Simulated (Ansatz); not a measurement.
# H4S2Si: the cost of one run

Program: the Python package of Ansatz 0.2.0. Level of theory: Hartree-Fock/cc-pVDZ. These are calculated values, not measurements.

## 1. The structure

Bond lengths: S1–Si2 2.127 Å, Si2–S3 2.106 Å, S1–H4 1.367 Å, Si2–H5 1.494 Å, Si2–H6 1.490 Å, S3–H7 1.339 Å. Angles: S1–Si2–S3 106.0°, S1–Si2–H5 108.6°, S1–Si2–H6 111.2°, S3–Si2–H5 109.7°, S3–Si2–H6 110.6°, H5–Si2–H6 110.6°, Si2–S1–H4 92.5°, Si2–S3–H7 98.4°.

No structure file is read: the coordinates are typed or built in the script.

## 2. Script

File scan.py:

```python
# -*- coding: utf-8 -*-
"""Potential curve of H4S2Si along one bond."""

import ansatz as az
import matplotlib.pyplot as plt
import numpy as np

GEOMETRY = """
S    -1.24630   -0.97800   -0.71480
Si    0.03130    0.44500    0.21670
S     1.55750   -0.66800    1.14690
H    -2.08750   -0.00690   -1.18200
H     0.62080    1.32110   -0.83960
H    -0.71040    1.25990    1.21960
H     1.89580   -1.44110    0.10740
"""

molecule = az.Crystal.molecule()
for line in GEOMETRY.strip().splitlines():
    symbol, *xyz = line.split()
    molecule = molecule.atom(symbol, [float(v) for v in xyz])

symbols = [site.symbol for site in molecule.cartesian_sites]
start = np.array([site.position_ang for site in molecule.cartesian_sites])
axis = (start[0] - start[1]) / np.linalg.norm(start[0] - start[1])
moving = [0, 3]
lengths, energies = [1.872, 1.957, 2.042, 2.127, 2.212, 2.297, 2.382, 2.51], []
for length in lengths:
    xyz = start.copy()
    xyz[moving] += (length - np.linalg.norm(start[0] - start[1])) * axis
    point = az.Crystal.molecule()
    for symbol, xyz in zip(symbols, xyz):
        point = point.atom(symbol, xyz.tolist())
    setup = (
        point.calculation()
        .basis(gaussian="cc-pVDZ")
        .functional("hf")
    )
    data = setup.run(threads=1, pin="off").report
    energies.append(data["free_energy_ev"])
    print(f"r = {length:6.3f} A  E = {energies[-1]:.5f} eV  <S^2> = {abs(data['mean_field']['state']['spin_squared']):.3f}")

# quartic fit about the minimum
fit = np.polynomial.Polynomial.fit(lengths, np.array(energies) - min(energies), 4).convert()
roots = [r.real for r in fit.deriv().roots() if abs(r.imag) < 1e-9 and fit.deriv(2)(r.real) > 0]
r_e = min(roots, key=lambda r: abs(r - lengths[int(np.argmin(energies))]))
print(f"minimum of the fit at {r_e:.4f} A, force constant {fit.deriv(2)(r_e):.2f} eV/A^2")
plt.figure(figsize=(4.5, 3))
plt.plot(lengths, np.array(energies) - min(energies), "o-")
plt.xlabel("bond length (A)")
plt.ylabel("E - E(min) (eV)")
plt.tight_layout()
plt.savefig("scan.png", dpi=100)
```

## 3. What the engine is handed

The package turns the script's settings into the engine's input (first run):

```yaml
crystal:
  periodic: [false, false, false]
  atoms:
    - { symbol: S, position_ang: [-1.0930384684291021, -0.8072962120965972, -0.6030567966043431] }
    - { symbol: Si, position_ang: [0.0313, 0.445, 0.2167] }
    - { symbol: S, position_ang: [1.5575, -0.668, 1.1469] }
    - { symbol: H, position_ang: [-1.9342384684291023, 0.16380378790340286, -1.070256796604343] }
    - { symbol: H, position_ang: [0.6208, 1.3211, -0.8396] }
    - { symbol: H, position_ang: [-0.7104, 1.2599, 1.2196] }
    - { symbol: H, position_ang: [1.8958, -1.4411, 0.1074] }
basis:
  gaussian:
    orbitals: cc-pVDZ
hamiltonian:
  xc: hf
```

## 4. Running it

On the command line:

```
> python scan.py
```

What time and memory should one allow on 1 thread of Intel Xeon Platinum 8488C (Sapphire Rapids), shared host?

About 11 s, with a peak of 0.24 GiB.
